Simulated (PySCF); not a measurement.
Ionisation of dimethylketene

System: dimethylketene, `CC(C)=C=O` (C4H6O). Atom numbers as in the mapped SMILES `[CH3:1][C:2]([CH3:3])=[C:4]=[O:5]`.

Energies: ωB97X-D3(BJ)/ma-def2-TZVP (PySCF, density fitting, integration grid level 2) on PBE0-D3(BJ)/def2-SVP structures. The prefix ma- adds one diffuse s and one diffuse p function on all atoms but H. ωB97X-D3(BJ) is ωB97X-V with D3(BJ) in place of VV10. Zero-point and thermal terms (298.15 K, 1 bar) come from unscaled PBE0-D3(BJ)/def2-SVP harmonic frequencies, with soft modes damped to free rotors in the entropy.

Frontier levels of the parent: HOMO -8.57 eV, LUMO 1.07 eV.

Oxidation to the radical cation:
* Vertical ionisation energy (electronic): 8.54 eV
* Adiabatic ionisation energy (with zero-point energy): 8.31 eV
* Adiabatic, electronic part: 8.35 eV
* Vertical gap at the product's structure: 8.11 eV
* Inner reorganisation energy (four-point): 436 meV
* Relaxation of product / of parent: 193 / 243 meV
* ⟨S²⟩ of the product: 0.756
* Largest spin populations: C2 0.57, O5 0.24
* Largest changes of atomic charge: C2 0.30, O5 0.26, C4 0.13
* Distances that move most (Å): C2–C4 1.319 → 1.382; C4–O5 1.167 → 1.133; C2–C3 1.506 → 1.484; C1–C2 1.506 → 1.484
* Potential in acetonitrile: 5.82 V absolute, 1.27 V against Fc+/Fc computed at 4.54 V (solvation -11 → -247 kJ/mol)

Solvents are IEF-PCM continua (electrostatics only, gas-phase structures); absolute potentials refer to an electron at rest in vacuum. Fc+/Fc in acetonitrile, 4.54 V, is ωB97X-D3(BJ)/ma-def2-TZVP on PBE0-D3(BJ)/def2-SVP structures with GFN2-xTB thermal terms. Benchmark calculations put it near 5.0 V in acetonitrile and DMSO, so it is about 0.5 V low, and the value against it can read up to that much too high.

Measured values (NIST Chemistry WebBook, evaluated or the median of agreeing entries): vertical ionisation energy 8.41 eV (computed 8.54, difference 0.13).

Run with `OMP_NUM_THREADS=1 python redox_run.py task.json out` on 1 thread of Intel Xeon Platinum 8259CL @ 2.50GHz, a shared host. Structures, frequencies and single points: 15 min of wall time.

Differences come from unrounded values, so a last digit can differ from that of the printed terms.
